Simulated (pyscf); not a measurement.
Routes from F–N(F)–F + F–SiH₂–F

Candidate steps break at most two bonds and form at most two. Each was searched with GFN2-xTB (tblite) first. Single points on ωB97X-D3(BJ)/def2-SVP structures (PySCF, gas phase). Energies: ωB97M-D3(BJ)/def2-TZVP, kcal/mol, from the separated reactants, singlet surface; ΔG‡ with ideal gas, 1 atm, RRHO with modes under 100 cm⁻¹ raised to 100, one conformer, R ln 2 for chiral ones without a mode under 150 cm⁻¹.

```
products                              type   ΔE‡     ΔE  ΔG‡ 298 K  ΔG‡ 900 K  ν‡ (cm⁻¹)
--------------------  --------------------  ----  -----  ---------  ---------  ---------
F–N(F)–F + F–SiH₂–F   four-centre exchange  63.2    0.0       74.4       95.9       390i
HF + F–N(F)–SiH(F)–F  four-centre exchange  77.0  -47.2       83.9      101.3      2091i
```

Plain bond fissions and candidates not yet searched are not listed, and one of them may be faster. Each barrier is that of the saddle found; lower ones may exist. 2 of the closed-shell references are unstable towards spin polarisation; treat their single-reference values with care.
